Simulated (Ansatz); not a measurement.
Results of PBEsol (plane waves, PAW; Ansatz, a quantum-chemistry and plane-wave program) for rutile CrO2.

Numerical settings: plane-wave cutoff 520 eV, 12×12×18 k mesh (along the axes of the cell as run), Fermi–Dirac smearing 0.05 eV, spin-polarised with parallel moments, scalar-relativistic PAW data made under PBE.

Computed points:

| V (Å³/atom) | E − E_lowest (meV/atom) |
|---|---|
| 8.912 | 12.89 |
| 9.098 | 3.10 |
| 9.284 | 0.00 |
| 9.469 | 2.84 |
| 9.655 | 10.96 |

**Question.** What bulk modulus B0 and pressure derivative B′ does a third-order Birch–Murnaghan fit give?

**Answer.** V0 = 9.284 Å³/atom, B0 = 256 GPa, B′ = 5.0 (fit to the energies at full precision).

Shape and atoms are relaxed at each volume.

Measured, for comparison: bulk modulus 242 ± 2 GPa (temperature not stated, no zero-point or thermal correction, equation of state from high-pressure X-ray diffraction; as tabulated in Datta et al. (2023), arXiv:2307.04584). Computed (rounded) less measured: bulk modulus +6 %. A static lattice is as a rule a little smaller and stiffer than an uncorrected measurement, which narrows the difference in the bulk modulus and would widen misses of the other sign.

Note: the bulk modulus comes from volumes at which shape and atoms were relaxed.

The computed numbers hold no vibrational or temperature effects.
